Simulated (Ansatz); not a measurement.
Crystal: Hf2O5, cubic X2O5 type, 14 atoms in the cell.

Space group Pn-3m, simple cubic cell, positions in fractions of the edge: Hf (0 0 0), (0.5 0.5 0), (0.5 0 0.5), (0 0.5 0.5); O (0.5 0 0), (0 0.5 0), (0 0 0.5), (0.5 0.5 0.5), (0.75 0.75 0.25), (0.75 0.25 0.75), (0.25 0.75 0.75), (0.75 0.25 0.25), (0.25 0.75 0.25), (0.25 0.25 0.75).

Theory: PBE, plane waves, PAW datasets (generated soft set 1) (Ansatz 0.2.0 development build).

Cutoff 420 eV; k-mesh 21×21×21 Γ-centred; Fermi–Dirac smearing of 0.0612 eV; no spin polarisation; no spin–orbit coupling.

The fit to the energies gives V₀ = 10.193 Å³/atom (a₀ = 5.226 Å), B₀ = 223 GPa, B₀′ = 4.24.

(1) What pressure does the program print at V = 9.783 Å³/atom, and how far above the lowest computed point (V = 10.191 Å³/atom) does the energy lie?

Answers

(1) 10.00 GPa and 12.34 meV/atom. All points:

```tsv
V (Å³/atom)	a (Å)	E − E(min) (meV/atom)	P (GPa)
9.579	5.1186	28.70	15.81
9.783	5.1546	12.34	10.00
9.987	5.1902	3.00	4.76
10.191	5.2253	0.00	0.04
10.394	5.2599	2.69	-4.20
10.598	5.2940	10.51	-8.03
```

The published all-electron PBE values for this crystal (mean of FLEUR and WIEN2k, k-spacing 0.06 Å⁻¹; Bosoni et al., Nat. Rev. Phys. 6, 45 (2024)) are V₀ = 10.190 Å³/atom, B₀ = 223.2 GPa, B₀′ = 4.24.

The stress includes the program's correction for the finite plane-wave basis.

This cubic structure is a model: it isn't the usual form of the substance at ambient conditions, and such phases are metastable or hypothetical. Spin polarisation is left out, and a magnetic state may lie lower.
